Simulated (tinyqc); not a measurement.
Worked calculation (part 3 of 3): UHF in the sto-6g basis, for NH3+, spin multiplicity 2. Computed by tinyqc, a small Python program that keeps every step (integrals from PySCF). Command: `OMP_NUM_THREADS=1 python tinyqc.py 29697 29698 out.jsonl` (the two numbers bound the seeds that draw the settings). One thread of a shared host (Intel(R) Xeon(R) Processor @ 2.60GHz), about 0.2 s of CPU time with the checks.

Geometry (angstrom):

| atom | x | y | z |
|---|---|---|---|
| N | 0.000000 | 0.000000 | 0.535000 |
| H | 1.067000 | 0.000000 | 0.000000 |
| H | -0.534000 | 0.924000 | 0.000000 |
| H | -0.534000 | -0.924000 | 0.000000 |

## Iteration 18 (converged): orbitals

converged F(alpha) (hartree), lower triangle:
```
             1N 1s      1N 2s     1N 2px     1N 2py     1N 2pz      2H 1s      3H 1s      4H 1s
1N 1s   -16.091131
1N 2s    -3.878061  -2.335818
1N 2px    0.000003   0.000024  -0.784202
1N 2py    0.000000   0.000000   0.000000  -0.784132
1N 2pz    0.003519   0.018255   0.000001   0.000000  -0.877914
2H 1s    -0.677433  -0.828051  -0.512429   0.000000   0.272534  -0.681059
3H 1s    -0.677147  -0.827818   0.256377  -0.443636   0.272441  -0.263109  -0.680876
4H 1s    -0.677147  -0.827818   0.256377   0.443636   0.272441  -0.263109  -0.263252  -0.680876
```

converged F(beta) (hartree), lower triangle:
```
             1N 1s      1N 2s     1N 2px     1N 2py     1N 2pz      2H 1s      3H 1s      4H 1s
1N 1s   -16.057812
1N 2s    -3.845915  -2.105924
1N 2px    0.000003   0.000008  -0.672657
1N 2py    0.000000   0.000000   0.000000  -0.672513
1N 2pz    0.006655   0.251738   0.000002   0.000000  -0.200110
2H 1s    -0.670336  -0.807116  -0.511160   0.000000   0.232797  -0.698608
3H 1s    -0.670053  -0.806898   0.255751  -0.442557   0.232732  -0.246547  -0.698540
4H 1s    -0.670053  -0.806898   0.255751   0.442557   0.232732  -0.246547  -0.246694  -0.698540
```

X, lower triangle:
```
            1N 1s      1N 2s     1N 2px     1N 2py    1N 2pz      2H 1s      3H 1s     4H 1s
1N 1s    1.022821
1N 2s   -0.138825   1.230464
1N 2px   0.000002  -0.000006   1.083413
1N 2py   0.000000   0.000000   0.000000   1.083311
1N 2pz   0.008421  -0.087957   0.000000   0.000000  1.036855
2H 1s    0.017727  -0.226064  -0.215282   0.000000  0.095047   1.143650
3H 1s    0.017722  -0.225959   0.107680  -0.186348  0.094993  -0.038390   1.143570
4H 1s    0.017722  -0.225959   0.107680   0.186348  0.094993  -0.038390  -0.038430  1.143570
```

Diagonalise F' = X^T F X, C = X C', fill 5 alpha and 4 beta electrons from the bottom; D(s) = C_occ C_occ^T. Each column has its largest component positive (the first on a tie).

F' = X^T F X (alpha) (hartree), lower triangle:
```
            1          2          3          4          5          6          7          8
1  -15.840009
2   -1.916645  -1.431049
3    0.000009   0.000012  -0.590870
4    0.000000   0.000000   0.000000  -0.591000
5    0.028187  -0.142612   0.000002   0.000000  -0.793934
6   -0.085759  -0.364643  -0.402643   0.000000   0.181712  -0.295870
7   -0.085687  -0.364495   0.201408  -0.348593   0.181620  -0.048756  -0.295862
8   -0.085687  -0.364495   0.201408   0.348593   0.181620  -0.048756  -0.048798  -0.295862
```

orbital energies (alpha) (hartree): MO1 -16.093959, MO2 -1.510165, MO3 -0.941293, MO4 -0.941150, MO5 -0.930445, MO6 0.076172, MO7 0.103087, MO8 0.103297

coefficients C (alpha):
```
              MO1        MO2        MO3        MO4        MO5        MO6        MO7        MO8
1N 1s    0.996368  -0.229394  -0.000001   0.000000  -0.052470  -0.135370   0.000000   0.000155
1N 2s    0.016942   0.896413  -0.000020   0.000000   0.295586   0.896133   0.000000  -0.001065
1N 2px   0.000000  -0.000032   0.730456   0.000000   0.000167  -0.001019   0.000000  -0.842468
1N 2py   0.000000   0.000000   0.000000   0.730598   0.000000   0.000000   0.842164   0.000000
1N 2pz  -0.001644  -0.034121  -0.000213   0.000000   0.893963  -0.556435   0.000000   0.000671
2H 1s   -0.002933   0.096626   0.383456   0.000000  -0.148112  -0.638276   0.000000   0.912120
3H 1s   -0.002931   0.096587  -0.191736   0.332057  -0.148168  -0.639540  -0.789320  -0.455045
4H 1s   -0.002931   0.096587  -0.191736  -0.332057  -0.148168  -0.639540   0.789320  -0.455045
```

F' = X^T F X (beta) (hartree), lower triangle:
```
            1          2          3          4          5          6          7          8
1  -15.809853
2   -1.916494  -1.174478
3    0.000012  -0.000014  -0.463200
4    0.000000   0.000000   0.000000  -0.463256
5    0.002754   0.106796   0.000007   0.000000  -0.130119
6   -0.083995  -0.368633  -0.418259   0.000000   0.149684  -0.327501
7   -0.083923  -0.368482   0.209226  -0.362131   0.149611  -0.039501  -0.327608
8   -0.083923  -0.368482   0.209226   0.362131   0.149611  -0.039501  -0.039534  -0.327608
```

orbital energies (beta) (hartree): MO1 -16.059941, MO2 -1.376896, MO3 -0.895394, MO4 -0.895233, MO5 -0.203749, MO6 0.119539, MO7 0.143902, MO8 0.144147

coefficients C (beta):
```
              MO1        MO2        MO3        MO4        MO5        MO6        MO7        MO8
1N 1s    0.996881  -0.210035  -0.000024   0.000000  -0.123962  -0.114872   0.000000  -0.000183
1N 2s    0.014656   0.797891   0.000103   0.000000   0.667314   0.782378   0.000000   0.001288
1N 2px   0.000000  -0.000020   0.658087   0.000000  -0.000065  -0.001504   0.000000   0.900132
1N 2py   0.000000   0.000000   0.000000   0.658156   0.000000   0.000000   0.899914   0.000000
1N 2pz  -0.001868  -0.170691  -0.000023   0.000000   0.703948  -0.765032   0.000000  -0.001219
2H 1s   -0.002632   0.143962   0.457643   0.000000  -0.284665  -0.580224   0.000000  -0.877392
3H 1s   -0.002631   0.143939  -0.228927   0.396443  -0.284555  -0.582008  -0.759026   0.437372
4H 1s   -0.002631   0.143939  -0.228927  -0.396443  -0.284555  -0.582008   0.759026   0.437372
```

D(alpha) after iteration 18, lower triangle:
```
            1N 1s     1N 2s     1N 2px     1N 2py     1N 2pz      2H 1s      3H 1s     4H 1s
1N 1s    1.048123
1N 2s   -0.204261  0.891215
1N 2px  -0.000003  0.000006   0.533566
1N 2py   0.000000  0.000000   0.000000   0.533774
1N 2pz  -0.040717  0.233629  -0.000005   0.000000   0.800336
2H 1s   -0.017316  0.042780   0.280070   0.000000  -0.135781   0.178321
3H 1s   -0.017303  0.042740  -0.140082   0.242600  -0.135707  -0.042235   0.178316
4H 1s   -0.017303  0.042740  -0.140082  -0.242600  -0.135707  -0.042235  -0.042208  0.178316
```

D(beta) after iteration 18, lower triangle:
```
            1N 1s      1N 2s     1N 2px     1N 2py     1N 2pz      2H 1s      3H 1s     4H 1s
1N 1s    1.037886
1N 2s   -0.152975   0.636844
1N 2px  -0.000012   0.000052   0.433079
1N 2py   0.000000   0.000000   0.000000   0.433170
1N 2pz   0.033989  -0.136220  -0.000012   0.000000   0.029139
2H 1s   -0.032872   0.114874   0.301166   0.000000  -0.024578   0.230169
3H 1s   -0.032850   0.114785  -0.150657   0.260921  -0.024559  -0.084038   0.230300
4H 1s   -0.032850   0.114785  -0.150657  -0.260921  -0.024559  -0.084038  -0.084034  0.230300
```

## Convergence

Stop when the energy changes by less than 1e-09 hartree and every element of the error matrix X^T (F D S - S D F) X (for each spin) is below 9e-06.

Course of the cycle:

| iteration | E (hartree) | change | largest element of the error matrix |
|---|---|---|---|
| 1 | -15.95560651 | - | 1.54e-01 |
| 2 | -54.11180750 | -3.82e+01 | 3.05e-01 |
| 3 | -55.35865398 | -1.25e+00 | 2.25e-01 |
| 4 | -55.63047643 | -2.72e-01 | 6.09e-02 |
| 5 | -55.65016858 | -1.97e-02 | 2.37e-02 |
| 6 | -55.65352673 | -3.36e-03 | 7.03e-03 |
| 7 | -55.65404381 | -5.17e-04 | 4.20e-03 |
| 8 | -55.65435947 | -3.16e-04 | 1.38e-03 |
| 9 | -55.65440835 | -4.89e-05 | 6.46e-04 |
| 10 | -55.65441373 | -5.38e-06 | 3.30e-04 |
| 11 | -55.65441500 | -1.26e-06 | 2.16e-04 |
| 12 | -55.65441535 | -3.57e-07 | 9.21e-05 |
| 13 | -55.65441541 | -5.91e-08 | 4.07e-05 |
| 14 | -55.65441543 | -1.92e-08 | 1.94e-05 |
| 15 | -55.65441544 | -8.90e-09 | 1.35e-05 |
| 16 | -55.65441544 | -3.28e-09 | 8.72e-06 |
| 17 | -55.65441544 | -1.31e-09 | 5.46e-06 |
| 18 | -55.65441545 | -4.70e-10 | 4.21e-06 |

PySCF UHF in the same basis, after a stability check = -55.65441545 hartree

Converged in 18 iterations.

## Populations, bond orders and dipole

overlap S, lower triangle:
```
           1N 1s     1N 2s     1N 2px     1N 2py     1N 2pz     2H 1s     3H 1s     4H 1s
1N 1s   1.000000
1N 2s   0.229416  1.000000
1N 2px  0.000000  0.000000   1.000000
1N 2py  0.000000  0.000000   0.000000   1.000000
1N 2pz  0.000000  0.000000   0.000000   0.000000   1.000000
2H 1s   0.039712  0.389752   0.332501   0.000000  -0.166718  1.000000
3H 1s   0.039695  0.389651  -0.166348   0.287838  -0.166660  0.152318  1.000000
4H 1s   0.039695  0.389651  -0.166348  -0.287838  -0.166660  0.152318  0.152438  1.000000
```

Mulliken: Z minus the diagonal of D S on the atom; Loewdin: the same with S^(1/2) D S^(1/2); Mayer order: 2 sum_s sum (D(s) S)_ij (D(s) S)_ji over the two atoms.

Charges (e):

| atom | Mulliken | Loewdin | Mulliken spin |
|---|---|---|---|
| 1N | -0.051461 | 0.143664 | 1.165480 |
| 2H | 0.350528 | 0.285460 | -0.055069 |
| 3H | 0.350466 | 0.285438 | -0.055205 |
| 4H | 0.350466 | 0.285438 | -0.055205 |

Mayer bond orders:

| pair | order |
|---|---|
| 2-1 | 0.854066 |
| 3-1 | 0.854123 |
| 3-2 | 0.010016 |
| 4-1 | 0.854123 |
| 4-2 | 0.010016 |
| 4-3 | 0.009986 |

dipole moment about the origin, x y z (debye): -0.001558  0.000000  0.031299

<S^2> of the determinant (pure state: 0.75) = 0.765051
